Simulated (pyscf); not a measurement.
## Concerted two-bond exchange: NH₂• + H₂N–SiH₂–F -> •HN–SiH₂–NH₂ + HF

Gas phase, doublet surface, charge 0. Bonds broken: N1–H4, Si2–F10. Bonds formed: N1–Si2, H4–F10. Single points on ωB97X-D3(BJ)/def2-SVP structures (PySCF, gas phase).

Transition state (Å):

```xyz
10

N      0.0093    -0.6891    -0.6614
Si    -0.7253    -0.2497     0.9255
N     -0.2899     1.3451     1.4016
H     -0.5639    -1.5457    -1.0763
H      1.0106    -0.8994    -0.6723
H     -0.2082    -1.1616     1.9752
H     -2.1826    -0.3217     0.6809
H      0.5217     1.5395     1.9755
H     -0.6460     2.1772     0.9462
F     -0.8862    -2.6220    -0.4123
```

One imaginary mode, 983i cm⁻¹; descent along it reached the two sides named, in the forms told below.

| bond | change | reactant side (Å) | saddle | product side |
|---|---|---|---|---|
| N1–H4 | breaks | 1.033 | 1.111 | 1.722 |
| Si2–F10 | breaks | 1.651 | 2.7 | 3.2 |
| N1–Si2 | forms | 3.0 | 1.803 | 1.786 |
| H4–F10 | forms | 3.0 | 1.305 | 0.948 |

Electronic energies relative to the separated reactants (kcal/mol):

```json
[
 {"level": "ωB97X-D3(BJ)/def2-TZVP", "barrier": "30.4", "reaction energy": "+25.8", "reverse barrier": "4.6"},
 {"level": "PBE/def2-TZVP", "barrier": "19.1", "reaction energy": "+24.5", "reverse barrier": "-5.4"},
 {"level": "r²SCAN/def2-TZVP", "barrier": "25.1", "reaction energy": "+26.7", "reverse barrier": "-1.7"},
 {"level": "B3LYP-D3(BJ)/def2-TZVP", "barrier": "27.1", "reaction energy": "+26.4", "reverse barrier": "0.7"},
 {"level": "PBE0-D3(BJ)/def2-TZVP", "barrier": "26.8", "reaction energy": "+24.9", "reverse barrier": "1.9"},
 {"level": "M06-2X/def2-TZVP", "barrier": "33.9", "reaction energy": "+26.2", "reverse barrier": "7.7"},
 {"level": "ωB97M-D3(BJ)/def2-TZVP", "barrier": "31.6", "reaction energy": "+26.2", "reverse barrier": "5.4"},
 {"level": "HF/def2-TZVP", "barrier": "57.1", "reaction energy": "+30.2", "reverse barrier": "27.0"}
]
```

With ωB97M-D3(BJ)/def2-TZVP energies and thermal terms (ideal gas, 1 atm, RRHO with modes under 100 cm⁻¹ raised to 100, one conformer, R ln 2 for chiral ones without a mode under 150 cm⁻¹), in kcal/mol:

| T (K) | ΔH‡ | ΔG‡ | ΔH | ΔG |
|---|---|---|---|---|
| 298 | 31.5 | 41.4 | +25.9 | +26.1 |
| 600 | 31.8 | 51.3 | +26.6 | +26.1 |
| 900 | 32.4 | 61.0 | +27.2 | +25.7 |
| 1200 | 33.0 | 70.4 | +27.6 | +25.1 |

On the reactant side the descent ends in a complex (not fully relaxed), 4.7 kcal/mol under the separated species and 35.1 kcal/mol under the saddle at ωB97X-D3(BJ)/def2-TZVP. On the product side the descent ends in a bound adduct, 10.3 kcal/mol under the separated species and 15.0 kcal/mol under the saddle at ωB97X-D3(BJ)/def2-TZVP. At PBE, r²SCAN the saddle lies under the separated products, which points to a path from their complex (located at ωB97X-D3(BJ) alone), and parting the products costs more than the saddle. This saddle turned up in a search for another step; its sides and bond changes are read from the two ends of the descent. The same reactants have a lower exit, to •HN–SiH₂–F + NH₃ (barrier +13.6 kcal/mol at ωB97M-D3(BJ)/def2-TZVP, against +31.6 kcal/mol here). •HN–SiH₂–NH₂ lies 18.4 kcal/mol over its isomer H₂N–SiH•–NH₂ (electronic energy, ωB97M-D3(BJ)/def2-TZVP). This is the saddle that the search found; another between the same sides may lie lower.
